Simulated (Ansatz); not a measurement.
# C2H9Al: the cost of one run

Program: Ansatz 0.2.0. Level of theory: RKS PBE0/6-31G*. These are calculated values, not measurements.

## 1. Starting point

Bond lengths: Al1–C2 2.320 Å, C2–H3 1.110 Å, C2–H4 1.110 Å, C2–C5 1.520 Å, C5–H6 1.110 Å, C5–H7 1.110 Å, C5–H8 1.110 Å, Al1–H9 1.560 Å, Al1–H10 1.560 Å. Angles (14 of 15 angles, heavy atoms first): Al1–C2–C5 109.5°, Al1–C2–H3 109.5°, Al1–C2–H4 109.5°, H3–C2–C5 109.4°, H4–C2–C5 109.4°, C2–Al1–H9 120.0°, C2–Al1–H10 120.0°, C2–C5–H6 109.5°, C2–C5–H7 109.5°, C2–C5–H8 109.5°, H3–C2–H4 109.4°, H9–Al1–H10 120.0°, H6–C5–H7 109.4°, H6–C5–H8 109.4°.

Structure file:

```xyz
12

Al    0.0000    0.0000    0.0000
C     0.0000    0.0000    2.3200
H    -0.9996   -0.3092    2.6905
H     0.7676   -0.7111    2.6905
C     0.3177    1.3971    2.8274
H     0.9159    1.3257    3.7596
H     0.8975    1.9479    2.0576
H    -0.6280    1.9396    3.0359
H     1.3510    0.0000   -0.7800
H    -1.3510    0.0000   -0.7800
H    -0.2382   -1.7490    0.5865
H    -0.1900   -1.3947    1.5677
```

## 2. A restrained relaxation towards end A

Springs on the bonds that form and break draw the guess towards this end; the thresholds are loose.

File input.yaml:

```yaml
crystal:
  periodic: [false, false, false]
  atoms:
    - { symbol: Al, position_ang: [0.0, 0.0, 0.0] }
    - { symbol: C, position_ang: [0.0, 0.0, 2.32] }
    - { symbol: H, position_ang: [-0.9996, -0.3092, 2.6905] }
    - { symbol: H, position_ang: [0.7676, -0.7111, 2.6905] }
    - { symbol: C, position_ang: [0.3177, 1.3971, 2.8274] }
    - { symbol: H, position_ang: [0.9159, 1.3257, 3.7596] }
    - { symbol: H, position_ang: [0.8975, 1.9479, 2.0576] }
    - { symbol: H, position_ang: [-0.628, 1.9396, 3.0359] }
    - { symbol: H, position_ang: [1.351, 0.0, -0.78] }
    - { symbol: H, position_ang: [-1.351, 0.0, -0.78] }
    - { symbol: H, position_ang: [-0.2382, -1.749, 0.5865] }
    - { symbol: H, position_ang: [-0.19, -1.3947, 1.5677] }
basis:
  gaussian: { orbitals: "6-31G*" }
hamiltonian:
  xc: pbe0
relax:
  f_tol: 0.15
  max_steps: 25
  restrain:
    - { distance: [0, 10], at: 2.76, k: 30.0 }
    - { distance: [11, 1], at: 2.31, k: 30.0 }
    - { distance: [0, 1], at: 1.97, k: 30.0 }
    - { distance: [11, 10], at: 0.66, k: 30.0 }
output:
  orbitals: {}
```

Launch:

```
> ansatz run input.yaml --threads 1 --pin off --max-ram 2048MiB --backend cpu --events-out ev --progress --plain --runs-dir out
```

**Question.** How long does this run take on 1 thread of Arm Neoverse V1, shared host, and how much memory does it need?

About 28 s, with a peak of 0.13 GiB.
